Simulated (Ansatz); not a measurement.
Litharge SnO, treated with CAM-B3LYP (plane waves, PAW; Ansatz, a program for electronic structure).

Settings: plane-wave cutoff 460 eV, 8×8×6 k mesh (along the axes of the cell as run), Fermi–Dirac smearing 0.01 eV, scalar-relativistic PAW data made under PBE.

Cell (measured lattice):

```
SnO
1.0
    3.80100     0.00000     0.00000
    0.00000     3.80100     0.00000
    0.00000     0.00000     4.83500
Sn O
2 2
Direct
  0.50000   0.00000   0.76310
  0.00000   0.50000   0.23690
  0.50000   0.50000   0.00000
  0.00000   0.00000   0.00000
```

**Question.** Predict the band gap, smallest direct gap on the k points sampled and direct gap at Γ.

**Answer.** 
- band gap: 2.96 eV (on the SCF k mesh)
- smallest direct gap on the k points sampled: 5.43 eV
- direct gap at Γ: 5.45 eV

Note: cell and atoms aren't relaxed at this level (largest force component 0.36 eV/Å, pressure 1.6 GPa).

Spin–orbit coupling is not included.

Computed values are for the static lattice.

The result took about 3 core-minutes (a rough figure).
